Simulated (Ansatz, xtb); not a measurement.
Ranking isomers of C4H8FN

11 gas-phase structures of C4H8FN, from a drawn sample of its isomers (lower ones may exist). Each was relaxed with GFN2-xTB; where two conformers were screened, the lower at r2SCAN-D4/def2-SVP is listed:

A. `CN(C)/C=C\F`, a singlet
B. `F[C@@H]1CCNC1`, a singlet
C. `CC1(F)CNC1`, a singlet
D. `[H]/N=C(\C)CCF`, a singlet
E. `N[C@H]1C[C@H](F)C1`, a singlet
F. `[H]/N=C(\C)[C@H](C)F`, a singlet
G. `[H]/N=C(/C)[C@H](C)F`, a singlet
H. `[H]/N=C(/C)CCF`, a singlet
I. `C=C(F)N(C)C`, a singlet
J. `CC/N=C\CF`, a singlet
K. `FCC1CNC1`, a singlet

Problem. Estimate their order in r2SCAN-D4/def2-SVP energy at these geometries, lowest first.

Solution. Calculated order at r2SCAN-D4/def2-SVP: G (0.000), F (0.000), B (0.004), D (0.150), H (0.253), I (0.492), E (0.628), C (0.644), J (0.733), A (0.872), K (0.947) eV. Less than 1 kcal/mol parts G and F; F and B; E and C, so the order within those pairs means little.

Energies above the lowest of each column, in eV; the last columns are at B3LYP-D3(BJ)/def2-SVP geometries and were run for some of them only (a dash: not run or not comparable):

| structure | GFN2-xTB | HF/STO-3G | r2SCAN-D4/def2-SVP | B3LYP-D3(BJ)/def2-SVP | CCSD(T)/def2-SVP + ΔMP2/def2-TZVPP |
| --- | --- | --- | --- | --- | --- |
| G | 0.648 | 1.285 | 0.000 | 0.000 | 0.000 |
| F | 0.633 | 1.318 | 0.000 | – | – |
| B | 0.000 | 0.000 | 0.004 | 0.081 | 0.070 |
| D | 0.655 | 1.390 | 0.150 | 0.127 | 0.122 |
| H | 0.690 | 1.431 | 0.253 | – | – |
| I | 0.638 | 1.742 | 0.492 | 0.521 | – |
| E | 0.668 | 0.955 | 0.628 | 0.649 | – |
| C | 0.584 | 0.827 | 0.644 | 0.720 | – |
| J | 0.795 | 1.637 | 0.733 | – | – |
| A | 0.802 | 2.010 | 0.872 | – | – |
| K | 0.805 | 1.105 | 0.947 | – | – |

CCSD(T)/def2-SVP + ΔMP2/def2-TZVPP puts G lowest of those it was run on; GFN2-xTB picks B, HF/STO-3G picks B. Flexible structures stand in one conformer each, not always the lowest. Frequencies (GFN2-xTB) were run for B, D, G alone. ΔMP2 is the change of the MP2 energy from the smaller to the larger basis.

Over these structures GFN2-xTB departs from r2SCAN-D4/def2-SVP by 0.259 eV on average once a common shift is removed. A GFN2-xTB relaxation took about 0.11 s and the r2SCAN-D4/def2-SVP energy about 1.8 s on a shared host (Ansatz 0.2.0, xtb 6.7.1).
